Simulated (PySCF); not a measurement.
## How methods differ on the electron affinity of H

H⁻ 1s2 (1S) → H 1s1 (2S), as a difference of total energies. Calculation: PySCF 2.14, in aug-cc-pVQZ-DK (5s4p3d2f, 46 functions); scalar relativity by spin-free X2C-1e. Correlated levels: valence: nothing frozen. The calculations carry no spin-orbit coupling.

Problem. Order these methods by the electron affinity they give, lowest first.
A. CCSD (valence)
B. MP2 (valence)
C. UHF
D. SCS-MP2 (valence)

Solution. C (-0.330 eV), B (0.466 eV), D (0.626 eV), A (0.740 eV).

Errors of the correlated levels include the incompleteness of this basis.

A negative affinity means that the anion lies above the atom at that level of theory.

With two correlated electrons CCSD is exact in that space.

For comparison: 0.754 eV (measured; photodetachment measurements, as compiled on the Wikipedia data page of electron affinities).
